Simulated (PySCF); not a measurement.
C₄H₁₂P (charge +1).
SMILES: `C[P+](C)(C)C`

The closed-shell ground state was solved at several levels (PySCF, density fitting, gas phase, non-relativistic). Isolated species at its PBE0-D3(BJ)/def2-SVP geometry, gas phase.

| level | basis functions | HOMO (eV) | LUMO (eV) | gap (eV) |
| --- | --- | --- | --- | --- |
| PBE0/pcSseg-1 | 152 | -15.05 | -3.49 | 11.56 |
| BLYP/pcSseg-1 | 152 | -13.59 | -4.29 | 9.30 |
| B97-D/pcSseg-1 | 152 | -13.70 | -4.15 | 9.55 |
| HF/pcSseg-1 | 152 | -18.33 | -0.80 | 17.53 |
| LDA/pcSseg-1 | 152 | -13.74 | -4.45 | 9.29 |
| PBE/pcSseg-1 | 152 | -13.69 | -4.28 | 9.41 |
| KT2/pcSseg-1 | 152 | -13.77 | -4.39 | 9.38 |
| BP86/pcSseg-1 | 152 | -13.79 | -4.16 | 9.63 |
| B3LYP/pcSseg-1 | 152 | -14.84 | -3.82 | 11.02 |
| mPW1PW91/pcSseg-1 | 152 | -15.09 | -3.48 | 11.61 |
| OPBE/pcSseg-1 | 152 | -13.70 | -3.99 | 9.71 |

(1) What might KT3/pcSseg-1 (152 basis functions) give for the same quantities?

(2) In the pcSseg-1 basis, how does the gap go with the fixed share of exact exchange?

Answers

(1) HOMO -13.85 eV, LUMO -4.46 eV, gap 9.39 eV.

(2) LDA (0 %) 9.29 eV; BLYP (0 %) 9.30 eV; KT2 (0 %) 9.38 eV; KT3 (0 %) 9.39 eV; PBE (0 %) 9.41 eV; B97-D (0 %) 9.55 eV; BP86 (0 %) 9.63 eV; OPBE (0 %) 9.71 eV; B3LYP (20 %) 11.02 eV; PBE0 (25 %) 11.56 eV; mPW1PW91 (25 %) 11.61 eV; HF (100 %) 17.53 eV. Each rise in the share widens the gap here.
